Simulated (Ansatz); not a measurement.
# CH₅Si radical: one structure at several levels

The task here is to estimate one member of a computed series from the others.

Computed with Ansatz 0.2.0, Gaussian basis. Level: single points in def2-TZVPP.

Correlated methods freeze the cores. Orbitals are unrestricted.

## The starting structure

7 atoms, charge 0, spin multiplicity 2.

Atoms are counted from 1 here; the program's logs count them from 0.

Bond lengths: C1–Si2 1.908 Å, C1–H3 1.103 Å, C1–H4 1.090 Å, C1–H5 1.138 Å, Si2–H6 1.454 Å, Si2–H7 1.424 Å. Angles: Si2–C1–H3 110.5°, Si2–C1–H4 110.5°, Si2–C1–H5 104.4°, H3–C1–H4 117.3°, H3–C1–H5 100.2°, H4–C1–H5 112.8°, C1–Si2–H6 109.3°, C1–Si2–H7 104.3°, H6–Si2–H7 118.3°.

As a file:

```xyz
7

C    -0.0978   -0.8168    0.0813
Si    0.1848    1.0608    0.2700
H    -0.0212   -1.1138   -0.9784
H     0.5080   -1.3679    0.8007
H    -1.2148   -0.9538    0.2484
H    -1.0766    1.7580    0.0811
H     1.2556    1.3477   -0.6239
```

The first run:

File run/in.yaml:

```yaml
crystal:
  periodic: [false, false, false]
  atoms:
    - {symbol: C, position_ang: [-0.097795, -0.816786, 0.081250]}
    - {symbol: Si, position_ang: [0.184805, 1.060761, 0.270038]}
    - {symbol: H, position_ang: [-0.021183, -1.113840, -0.978427]}
    - {symbol: H, position_ang: [0.508032, -1.367910, 0.800716]}
    - {symbol: H, position_ang: [-1.214770, -0.953794, 0.248430]}
    - {symbol: H, position_ang: [-1.076571, 1.758014, 0.081099]}
    - {symbol: H, position_ang: [1.255631, 1.347706, -0.623868]}
basis:
  gaussian: {orbitals: def2-TZVPP}
magnetization: {spin_polarized: true, initial_magnetization: 1}
hamiltonian: {xc: pbe, dispersion: d4}
output: {forces: true}
```

Command:

```console
> ansatz run in.yaml --threads 2 --pin off --events-out ev --progress --plain --max-ram 3481MiB
```

Steps of the session up to this table: PBE-D4/def2-TZVPP; r2SCAN-D4/def2-TZVPP; PBE0-D4/def2-TZVPP; wB97M-V/def2-TZVPP; CCSD(T)/def2-TZVPP.

One of the session's tables, all rows but one given; the rest of the session is left out.

| method | RMS force component (eV/Å) | angle to CCSD(T) forces (°) | dipole (D) |
| --- | --- | --- | --- |
| PBE-D4 | 0.772 | 9.3 | 0.57 |
| r2SCAN-D4 | ? | ? | ? |
| PBE0-D4 | 0.796 | 3.6 | 0.51 |
| wB97M-V | 0.771 | 3.6 | 0.42 |
| CCSD(T) | 0.758 | reference | 0.42 |

**Question.** Estimate the row for r2SCAN-D4.

The run gave: RMS force component (eV/Å): 0.785; angle to CCSD(T) forces (°): 3.0; dipole (D): 0.53. In the column «RMS force component (eV/Å)» it lies between PBE-D4 (0.772) and PBE0-D4 (0.796).
